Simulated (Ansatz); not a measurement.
The same path of CH6B2 (9 atoms, charge 0, multiplicity 1) was run 3 times with different band settings. The coordinate that changes most is the dihedral H5–B1–B2–C3.

All numbers below come from Ansatz 0.2.0, RKS B3LYP-D4/def2-SVP.

Relaxed end points:

```xyz
9
Properties=species:S:1:pos:R:3
B -0.705 0.807 -1.220
B 0.286 0.447 0.054
C 0.344 -0.886 0.887
H -0.403 0.563 -2.367
H -1.769 1.366 -1.064
H 1.084 1.313 0.370
H -0.437 -1.631 0.676
H 1.327 -1.352 0.676
H 0.360 -0.673 1.971
```

```xyz
9
Properties=species:S:1:pos:R:3
B -0.702 0.805 -1.222
B 0.280 0.448 0.059
C 0.342 -0.885 0.891
H -1.768 1.363 -1.078
H -0.388 0.562 -2.367
H 1.071 1.319 0.379
H -0.442 -1.629 0.685
H 1.322 -1.351 0.660
H 0.375 -0.679 1.975
```

Common settings: movable images 7; climbing image yes; optimiser quadratic models (default); start path through a guess of the saddle point; iteration limit 60; end points relaxed.

| run | spring | force threshold |
| --- | --- | --- |
| 1 | 5.0 eV/Å² | 0.05 eV/Å |
| 2 | 2.0 to 10.0 eV/Å², energy-weighted | 0.05 eV/Å |
| 3 | 5.0 eV/Å² | 0.5 eV/Å |

(1) What does each run give, and how far can it be trusted?

Answers

(1) Run 1: converged after 13 iterations, highest image 0.539 eV above the first end. A vibrational analysis at the climbing image gives one clearly imaginary mode, 436i cm⁻¹: a first-order saddle point.
Run 2: converged after 14 iterations, highest image 0.539 eV above the first end. Another band between the same ends (7 images) ends at a top of the same energy, where a vibrational analysis finds 1 clearly imaginary mode.
Run 3: converged after 9 iterations, highest image 0.514 eV above the first end. The threshold of 0.5 eV/Å is loose, so the images may lie well off the minimum-energy path. The order of the stationary point at the top wasn't checked.
